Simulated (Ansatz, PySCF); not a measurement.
CH₃O, SMILES [CH2]O, multiplicity 2. Atoms are numbered in the order given.

```xyz
5

C     -0.6404     0.2297     0.1008
O      0.5978    -0.3198    -0.0626
H     -1.4483    -0.4704    -0.0417
H     -0.7732     1.2893    -0.0746
H      1.2716     0.3649     0.0073
```
Charge 0, spin multiplicity 2.

The structure is a stationary point at B3LYP-D3(BJ)/def2-TZVP. The isomer is the one that the SMILES or the coordinates give; other isomers of the formula were not compared.

Two levels are set side by side: PBE-D3(BJ)/def2-TZVP (Ansatz, a first-principles code) and B3LYP-D3(BJ)/def2-TZVP (PySCF). Each level has its own optimised geometry; the coordinates shown are those of the second. Frequencies come from the Hessian of PySCF at each geometry. Differences are taken from unrounded values.

```
quantity                            B3LYP-D3(BJ)  PBE-D3(BJ)  PBE-D3(BJ) minus B3LYP-D3(BJ)
----------------------------------  ------------  ----------  -----------------------------
mean bond length (Å)                       1.122       1.130                          0.008
bond C1–O2 (Å)                             1.364       1.371                          0.007
bond C1–H3 (Å)                             1.078       1.087                          0.009
bond C1–H4 (Å)                             1.082       1.091                          0.009
bond O2–H5 (Å)                             0.963       0.972                          0.009
highest harmonic wavenumber (cm⁻¹)          3809        3705                           -104
mean harmonic wavenumber (cm⁻¹)             1810        1764                            -46
zero-point energy (kcal/mol)               23.28       22.69                          -0.59
```

Exact exchange shortens and stiffens bonds; PBE has none. Differences between two approximate levels are no errors against the true value.
